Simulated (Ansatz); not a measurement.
## GeS (Pnma, No. 62): smallest direct gap on the k points sampled by level of theory

No measured value is used here.

| level (code) | value (eV) | cell (Å³/atom) |
|---|---|---|
| LDA (Ansatz) | [?] | 18.97 |
| PBEsol (Ansatz) | 1.06 | 19.58 |
| G0W0@PBEsol (Ansatz) | 1.62 | 20.48 |

Problem. Fill in the missing entries.

Solution. 
- LDA (Ansatz, a quantum-chemistry and plane-wave program), value (eV): 1.02

At these levels the smallest gap is indirect and lower: LDA 0.70, PBEsol 0.81 eV. Computed values are for a static lattice. Levels without +SOC have no spin–orbit coupling; where heavier elements are present it shifts gaps, mostly down, and can invert bands.  LDA: LDA has no dispersion term either, though it tends to give short spacings of layers, chains or molecules. PBEsol: the cell comes from a level without a dispersion term, which matters for the spacing of layers, chains or molecules. G0W0@PBEsol: filled d or f shells below the valence bands can shift G0W0 gaps through exchange with them, which wasn't tested here. Values are at the level's own equilibrium cell; G0W0@PBEsol at the measured cell. Ansatz's density-functional and Hartree–Fock values are scalar-relativistic unless marked +SOC, with PAW data made under PBE.
